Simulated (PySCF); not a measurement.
# A workflow on C2H4O (oxirane), part 2 of 3

PySCF 2.14.0. The steps go on from the part before.

## (3) Vibrational wavenumbers at OLYP-D4/cc-pVDZ (density fitting with def2-universal-jkfit) (run 2)

File run.py:

```python
# C1CO1
from pyscf import gto, dft, symm
from pyscf.hessian import thermo

mol = gto.M(
    atom=[
    ('C', (-0.499324, -0.633504, -0.261705)),
    ('C', (0.761345, -0.170519, 0.336344)),
    ('O', (-0.248012, 0.760053, -0.070703)),
    ('H', (-0.505080, -0.979436, -1.306578)),
    ('H', (-1.273565, -1.072784, 0.385632)),
    ('H', (0.912343, -0.262463, 1.423021)),
    ('H', (1.680829, -0.169115, -0.269188)),
],
    max_memory=1860,
    spin=0,
    basis='cc-pvdz',
    verbose=4,
)

mf = dft.RKS(mol)
mf.xc = 'olyp'
mf = mf.density_fit(auxbasis='def2-universal-jkfit')
mf.disp = 'd4'
mf.kernel()

e_final = mf.e_tot
print('E(%s) = %.9f' % ('OLYP', e_final))
hess = mf.Hessian().kernel()
modes = thermo.harmonic_analysis(mol, hess)
thermo.dump_normal_mode(mol, modes)
symm.geom.TOLERANCE = 1e-3  # for the symmetry number
th = thermo.thermo(mf, modes['freq_au'], 500, 101325)
thermo.dump_thermo(mol, th)
```

Command:

```
OMP_NUM_THREADS=1 python run.py
```

Output:

```text
PySCF version 2.14.0

[INPUT] num. atoms = 7
[INPUT] num. electrons = 24
[INPUT] charge = 0
[INPUT] spin (= nelec alpha-beta = 2S) = 0
[INPUT] symmetry False subgroup None
[INPUT] Mole.unit = angstrom
[INPUT] Symbol           X                Y                Z      unit          X                Y                Z       unit  Magmom
[INPUT]  1 C     -0.499324000000  -0.633504000000  -0.261705000000 AA   -0.943585607422  -1.197149058816  -0.494550775429 Bohr   0.0
[INPUT]  2 C      0.761345000000  -0.170519000000   0.336344000000 AA    1.438733536307  -0.322234209035   0.635598043641 Bohr   0.0
[INPUT]  3 O     -0.248012000000   0.760053000000  -0.070703000000 AA   -0.468674755606   1.436292010154  -0.133609306185 Bohr   0.0
[INPUT]  4 H     -0.505080000000  -0.979436000000  -1.306578000000 AA   -0.954462870995  -1.850865796540  -2.469074580382 Bohr   0.0
[INPUT]  5 H     -1.273565000000  -1.072784000000   0.385632000000 AA   -2.406689051832  -2.027267950815   0.728738864868 Bohr   0.0
[INPUT]  6 H      0.912343000000  -0.262463000000   1.423021000000 AA    1.724078401664  -0.495983187832   2.689119959505 Bohr   0.0
[INPUT]  7 H      1.680829000000  -0.169115000000  -0.269188000000 AA    3.176306472227  -0.319581033556  -0.508691596019 Bohr   0.0

nuclear repulsion = 74.9073188260228
number of shells = 27
number of NR pGTOs = 106
number of NR cGTOs = 62
basis = cc-pvdz
ecp = {}

******** <class 'pyscf.df.df_jk.DFRKS'> ********
method = DFRKS
initial guess = minao
damping factor = 0
level_shift factor = 0
DIIS = <class 'pyscf.scf.diis.CDIIS'>
diis_start_cycle = 1
diis_space = 8
diis_damp = 0
SCF conv_tol = 1e-09
SCF conv_tol_grad = None
SCF max_cycles = 50
direct_scf = False
XC library pyscf.dft.libxc version 7.0.0
    S. Lehtola, C. Steigemann, M. J.T. Oliveira, and M. A.L. Marques.,  SoftwareX 7, 1–5 (2018)
XC functionals = olyp
    N. C. Handy and A. J. Cohen.,  Mol. Phys. 99, 403 (2001)
    C. Lee, W. Yang, and R. G. Parr.,  Phys. Rev. B 37, 785 (1988)
    B. Miehlich, A. Savin, H. Stoll, and H. Preuss.,  Chem. Phys. Lett. 157, 200 (1989)
radial grids:
    Treutler-Ahlrichs [JCP 102, 346 (1995); DOI:10.1063/1.469408] (M4) radial grids

becke partition: Becke, JCP 88, 2547 (1988); DOI:10.1063/1.454033
pruning grids: <function nwchem_prune>
grids dens level: 3
symmetrized grids: False
atomic radii adjust function: <function treutler_atomic_radii_adjust>
small_rho_cutoff = 0
Set gradient conv threshold to 3.16228e-05
Initial guess from minao.
tot grids = 81552
Calc dispersion correction with DFTD4.
Parameters: xc=olyp, atm=True
init E= -154.003551683551
  HOMO = -0.338732261054227  LUMO = -0.00314884470154286  gap/eV = 9.13169
cycle= 1 E= -153.693811037569  delta_E= 0.31  |g|= 0.591  |ddm|= 2.44
  HOMO = -0.0545424443128142  LUMO = 0.0459770904669861  gap/eV = 2.73528
cycle= 2 E= -153.360836772136  delta_E= 0.333  |g|= 1.38  |ddm|= 2.07
  HOMO = -0.211851587600917  LUMO = 0.0501716812126993  gap/eV = 7.13002
cycle= 3 E= -153.763526880879  delta_E= -0.403  |g|= 0.12  |ddm|= 1.62
  HOMO = -0.218177581004808  LUMO = 0.042034056201862  gap/eV = 7.08072
cycle= 4 E= -153.766284384327  delta_E= -0.00276  |g|= 0.0614  |ddm|= 0.147
  HOMO = -0.211981768381097  LUMO = 0.0441972476518036  gap/eV = 6.97099
cycle= 5 E= -153.767215591817  delta_E= -0.000931  |g|= 0.00907  |ddm|= 0.0583
  HOMO = -0.212514991748487  LUMO = 0.0442610020452876  gap/eV = 6.98723
cycle= 6 E= -153.76723413348  delta_E= -1.85e-05  |g|= 0.000783  |ddm|= 0.00584
  HOMO = -0.212566280322108  LUMO = 0.0442973665059103  gap/eV = 6.98962
cycle= 7 E= -153.76723428057  delta_E= -1.47e-07  |g|= 0.000187  |ddm|= 0.000963
  HOMO = -0.21257860277932  LUMO = 0.0442952302605777  gap/eV = 6.98989
cycle= 8 E= -153.76723428776  delta_E= -7.19e-09  |g|= 8.78e-05  |ddm|= 0.000223
  HOMO = -0.212585663009322  LUMO = 0.0442935955089947  gap/eV = 6.99004
cycle= 9 E= -153.767234289729  delta_E= -1.97e-09  |g|= 8.69e-06  |ddm|= 8.15e-05
  HOMO = -0.212586042445517  LUMO = 0.0442935746138304  gap/eV = 6.99005
cycle= 10 E= -153.767234289749  delta_E= -1.98e-11  |g|= 1.17e-06  |ddm|= 8.79e-06
  HOMO = -0.212585691744339  LUMO = 0.0442936752124838  gap/eV = 6.99004
Extra cycle  E= -153.767234289749  delta_E= 1.14e-13  |g|= 1.06e-06  |ddm|= 2.44e-06
converged SCF energy = -153.767234289749
E(OLYP) = -153.767234290
Calc dispersion correction with DFTD4.
Parameters: xc=olyp, atm=True

WARN: DFTD4 does not support analytical Hessian, using finite difference.

WARN: Mole.unit (angstrom) is changed to Bohr

[... 341 lines left out ...]
Char temp [K]                    1142.6896           1222.2214           1297.9531
Normal mode                   x     y     z       x     y     z       x     y     z
       0   C                -0.00 -0.00  0.01    0.02  0.16  0.02    0.10 -0.05  0.04
       1   C                -0.00 -0.00  0.01    0.11 -0.13  0.04   -0.06 -0.09 -0.03
       2   O                -0.01 -0.00  0.03   -0.12 -0.03 -0.05   -0.04  0.15 -0.01
       3   H                 0.49 -0.05  0.01    0.07  0.01  0.06    0.20 -0.15  0.08
       4   H                -0.34  0.07 -0.35    0.09  0.01  0.02    0.20 -0.15  0.08
       5   H                 0.36  0.33 -0.02    0.06  0.03  0.05   -0.07 -0.25 -0.05
       6   H                -0.21 -0.31 -0.32    0.07  0.03  0.01   -0.07 -0.25 -0.05
Mode                                 3                   4                   5
Irrep
Freq [cm^-1]                     1006.4372           1096.8825           1111.6038
Reduced mass [au]                   1.0108              1.3130              1.5211
Force const [Dyne/A]                0.6032              0.9307              1.1074
Char temp [K]                    1448.0391           1578.1697           1599.3503
Normal mode                   x     y     z       x     y     z       x     y     z
       0   C                -0.00 -0.00  0.01    0.08 -0.03  0.03    0.05 -0.09  0.02
       1   C                 0.00  0.00 -0.01    0.04  0.07  0.02    0.01 -0.11  0.00
       2   O                -0.00 -0.00  0.00   -0.06 -0.02 -0.03   -0.02  0.07 -0.01
       3   H                -0.16  0.45 -0.13   -0.28  0.33 -0.08   -0.31  0.21 -0.09
       4   H                 0.23 -0.44 -0.00   -0.26  0.33 -0.13   -0.28  0.22 -0.16
       5   H                -0.14  0.47  0.05   -0.02 -0.42 -0.01    0.12  0.39  0.03
       6   H                 0.08 -0.48  0.09   -0.00 -0.42 -0.05    0.08  0.38  0.10
Mode                                 6                   7                   8
Irrep
Freq [cm^-1]                     1133.0127           1135.2877           1294.8035
Reduced mass [au]                   1.2756              1.4312              2.3271
Force const [Dyne/A]                0.9648              1.0868              2.2986
Char temp [K]                    1630.1531           1633.4263           1862.9339
Normal mode                   x     y     z       x     y     z       x     y     z
       0   C                 0.03  0.00 -0.06    0.05  0.01 -0.11   -0.12 -0.06 -0.06
       1   C                 0.03  0.00 -0.07   -0.05 -0.01  0.10    0.13  0.03  0.06
       2   O                -0.03 -0.00  0.07   -0.00 -0.00  0.01   -0.03  0.08 -0.01
       3   H                -0.03 -0.42  0.07   -0.38 -0.17 -0.05   -0.13 -0.28 -0.00
       4   H                -0.05  0.41  0.11    0.29  0.16  0.27   -0.08 -0.27 -0.12
       5   H                -0.33  0.31 -0.01    0.36  0.15  0.06    0.27 -0.14  0.04
       6   H                 0.24 -0.32  0.22   -0.28 -0.14 -0.25    0.22 -0.15  0.16
Mode                                 9                  10                  11
Irrep
Freq [cm^-1]                     1444.7035           1493.5143           3030.5154
Reduced mass [au]                   1.0703              1.4545              1.0434
Force const [Dyne/A]                1.3162              1.9115              5.6457
Char temp [K]                    2078.6067           2148.8346           4360.2369
Normal mode                   x     y     z       x     y     z       x     y     z
       0   C                -0.04 -0.03 -0.02    0.07  0.08  0.04   -0.02 -0.02 -0.01
       1   C                -0.04 -0.00 -0.02   -0.10  0.01 -0.05   -0.04  0.00 -0.02
       2   O                -0.02 -0.01 -0.01    0.01 -0.03  0.00   -0.00 -0.00 -0.00
       3   H                 0.36  0.30 -0.11   -0.30 -0.24  0.14   -0.01  0.13  0.42
       4   H                 0.14  0.28  0.37   -0.08 -0.21 -0.33    0.30  0.17 -0.27
       5   H                 0.47 -0.05 -0.08    0.39 -0.04 -0.11    0.06 -0.04  0.53
       6   H                 0.25 -0.07  0.40    0.18 -0.06  0.36    0.44  0.00 -0.31
Mode                                12                  13                  14
Irrep
Freq [cm^-1]                     3040.4854           3116.5953           3133.8781
Reduced mass [au]                   1.0589              1.1212              1.1221
Force const [Dyne/A]                5.7674              6.4167              6.4933
Char temp [K]                    4374.5815           4484.0867           4508.9529
Normal mode                   x     y     z       x     y     z       x     y     z
       0   C                -0.04 -0.03 -0.02   -0.03 -0.00  0.06   -0.03 -0.00  0.07
       1   C                 0.04 -0.00  0.02    0.03  0.00 -0.07   -0.03 -0.00  0.06
       2   O                -0.00  0.00 -0.00   -0.00 -0.00  0.00    0.00  0.00 -0.00
       3   H                -0.01  0.16  0.51   -0.00 -0.13 -0.42   -0.01 -0.15 -0.48
       4   H                 0.37  0.20 -0.33    0.31  0.17 -0.26    0.36  0.19 -0.29
       5   H                -0.04  0.04 -0.43    0.06 -0.04  0.49   -0.06  0.03 -0.43
       6   H                -0.35 -0.00  0.25   -0.41 -0.00  0.28    0.37  0.01 -0.24
temperature 500.0000 [K]
pressure 101325.00 [Pa]
Rotational constants [GHz] 25.44679 21.94093 14.07242
Symmetry number 1
Zero-point energy (ZPE) 0.05601 [Eh]   147042.202 [J/mol]
                           tot       elec      trans        rot        vib
Entropy [J/mol/K]       280.136      0.000    166.703     95.323     18.110
Cv [J/mol/K]             67.488      0.000     12.472     12.472     42.545
Cp [J/mol/K]             75.802      0.000     20.786     12.472     42.545
Internal energy [J/mol]                      6235.845   6235.845 153810.644
Internal energy [Eh]   -153.70390  -153.76723
Enthalpy [J/mol]                            10393.075   6235.845 153810.644
Enthalpy [Eh]          -153.70232
Gibbs free energy [J/mol]                  -72958.301 -41425.817 144755.688
Gibbs free energy [Eh] -153.75567
```

Wall time 43 s (1 thread of Arm Neoverse V1, shared host); peak memory 0.85 GiB.

## (4) A single-point energy at MP2/3-21G (density fitting, C-PCM acetonitrile) (run 3)

File calc.py:

```python
# C1CO1
from pyscf import gto, mp, solvent

mol = gto.M(
    atom=[
    ('C', (-0.605896, -0.278351, -0.275688)),
    ('C', (0.653027, 0.190015, 0.321864)),
    ('O', (-0.357339, 1.117224, -0.085609)),
    ('H', (-0.612741, -0.622868, -1.321186)),
    ('H', (-1.381222, -0.717279, 0.370948)),
    ('H', (0.803518, 0.096069, 1.408237)),
    ('H', (1.572191, 0.190503, -0.283863)),
],
    cart=True,
    max_memory=1860,
    charge=0,
    verbose=4,
    basis='3-21g',
)

mf = mol.RHF()
mf = mf.density_fit()
mf = mf.PCM()
mf.with_solvent.method = 'C-PCM'
mf.with_solvent.eps = 35.688  # acetonitrile
mf.kernel()

pt = mp.MP2(mf, frozen=3).run()
etot = pt.e_tot
print(f'total energy: {etot:.8f} hartree')
```

Command:

```
OMP_NUM_THREADS=1 python calc.py
```

Output:

```text
PySCF version 2.14.0

[INPUT] num. atoms = 7
[INPUT] num. electrons = 24
[INPUT] charge = 0
[INPUT] spin (= nelec alpha-beta = 2S) = 0
[INPUT] symmetry False subgroup None
[INPUT] Mole.unit = angstrom
[INPUT] Cartesian GTO integrals (6d 10f)
[INPUT] Symbol           X                Y                Z      unit          X                Y                Z       unit  Magmom
[INPUT]  1 C     -0.605896000000  -0.278351000000  -0.275688000000 AA   -1.144977499969  -0.526007156499  -0.520974815829 Bohr   0.0
[INPUT]  2 C      0.653027000000   0.190015000000   0.321864000000 AA    1.234042181946   0.359076309559   0.608234809357 Bohr   0.0
[INPUT]  3 O     -0.357339000000   1.117224000000  -0.085609000000 AA   -0.675272843626   2.111247379791  -0.161777563798 Bohr   0.0
[INPUT]  4 H     -0.612741000000  -0.622868000000  -1.321186000000 AA   -1.157912675292  -1.177049931756  -2.496679699610 Bohr   0.0
[INPUT]  5 H     -1.381222000000  -0.717279000000   0.370948000000 AA   -2.610131297224  -1.355460864902   0.700990126455 Bohr   0.0
[INPUT]  6 H      0.803518000000   0.096069000000   1.408237000000 AA    1.518428956158   0.181544099061   2.661182248479 Bohr   0.0
[INPUT]  7 H      1.572191000000   0.190503000000  -0.283863000000 AA    2.971010405506   0.359998495908  -0.536423326897 Bohr   0.0

nuclear repulsion = 74.9069506162369
number of shells = 23
number of NR pGTOs = 57
number of NR cGTOs = 35
basis = 3-21g
ecp = {}

******** <class 'pyscf.solvent._attach_solvent.PCMDFRHF'> ********
method = PCMDFRHF
initial guess = minao
damping factor = 0
level_shift factor = 0
DIIS = <class 'pyscf.scf.diis.CDIIS'>
diis_start_cycle = 1
diis_space = 8
diis_damp = 0
SCF conv_tol = 1e-09
SCF conv_tol_grad = None
SCF max_cycles = 50
direct_scf = False
******** <class 'pyscf.solvent.pcm.PCM'> (In testing) ********

WARN: PCM is an experimental feature. It is still in testing.
Features and APIs may be changed in the future.

lebedev_order = 29 (302 grids per sphere)
eps = 35.688
frozen = False
Set gradient conv threshold to 3.16228e-05
[... 1 set-up line as earlier in the session ...]
******** <class 'pyscf.df.df.DF'> ********
auxbasis = def2-svp-jkfit
PCM E_diel = -0.000636367875209082
Solvent Energy = -0.000636367875209082
init E= -152.460689868722
  HOMO = -0.310611823523263  LUMO = 0.201298911222844  gap/eV = 13.92980
PCM E_diel = -0.0162040596789746
Solvent Energy = -0.0162040596789746
cycle= 1 E= -151.938623326486  delta_E= 0.522  |g|= 0.511  |ddm|= 2.34
  HOMO = -0.391809106401992  LUMO = 0.247691506229425  gap/eV = 17.40170
PCM E_diel = -0.0077769618487847
Solvent Energy = -0.0077769618487847
cycle= 2 E= -151.987762392256  delta_E= -0.0491  |g|= 0.314  |ddm|= 0.609
  HOMO = -0.44698629572921  LUMO = 0.277564995255702  gap/eV = 19.71604
PCM E_diel = -0.0102755423904223
Solvent Energy = -0.0102755423904223
cycle= 3 E= -152.004713863898  delta_E= -0.017  |g|= 0.0369  |ddm|= 0.201
  HOMO = -0.440278187956656  LUMO = 0.283999996853542  gap/eV = 19.70861
PCM E_diel = -0.0098139538422893
Solvent Energy = -0.0098139538422893
cycle= 4 E= -152.005253630784  delta_E= -0.00054  |g|= 0.0109  |ddm|= 0.0581
  HOMO = -0.445071379555314  LUMO = 0.283344447803691  gap/eV = 19.82120
PCM E_diel = -0.00982430337651875
Solvent Energy = -0.00982430337651875
cycle= 5 E= -152.005296454387  delta_E= -4.28e-05  |g|= 0.0027  |ddm|= 0.0167
  HOMO = -0.445632692073965  LUMO = 0.283456724318574  gap/eV = 19.83953
PCM E_diel = -0.00979542088918159
Solvent Energy = -0.00979542088918159
cycle= 6 E= -152.00530110995  delta_E= -4.66e-06  |g|= 0.000469  |ddm|= 0.00783
  HOMO = -0.445701257504051  LUMO = 0.283470574091305  gap/eV = 19.84178
PCM E_diel = -0.00979021762649467
Solvent Energy = -0.00979021762649467
cycle= 7 E= -152.005301244425  delta_E= -1.34e-07  |g|= 7.42e-05  |ddm|= 0.00118
  HOMO = -0.445712883936696  LUMO = 0.283468974306269  gap/eV = 19.84205
PCM E_diel = -0.0097897895830143
Solvent Energy = -0.0097897895830143
cycle= 8 E= -152.005301248505  delta_E= -4.08e-09  |g|= 1.6e-05  |ddm|= 0.000186
  HOMO = -0.445715710151509  LUMO = 0.283468751146204  gap/eV = 19.84212
PCM E_diel = -0.00978988069197922
Solvent Energy = -0.00978988069197922
cycle= 9 E= -152.005301248712  delta_E= -2.07e-10  |g|= 2.97e-06  |ddm|= 4.26e-05
  HOMO = -0.445715894764702  LUMO = 0.283468646544645  gap/eV = 19.84212
PCM E_diel = -0.00978990064654867
Solvent Energy = -0.00978990064654867
Extra cycle  E= -152.005301248718  delta_E= -5.57e-12  |g|= 1.37e-06  |ddm|= 5.27e-06
converged SCF energy = -152.005301248718

******** <class 'pyscf.mp.dfmp2.DFRMP2'> ********
nocc = 9, nmo = 32
frozen orbitals 3
E(DFRMP2) = -152.30272901449  E_corr = -0.297427765772334
E(SCS-DFRMP2) = -152.303696476999  E_corr = -0.298395228281574
E_corr(same-spin) = -0.0675208738214154
E_corr(oppo-spin) = -0.229906891950918
total energy: -152.30272901 hartree
```

Wall time 3.9 s (1 thread of Arm Neoverse V1, shared host); peak memory 0.22 GiB.

[end of part 2 of 3]
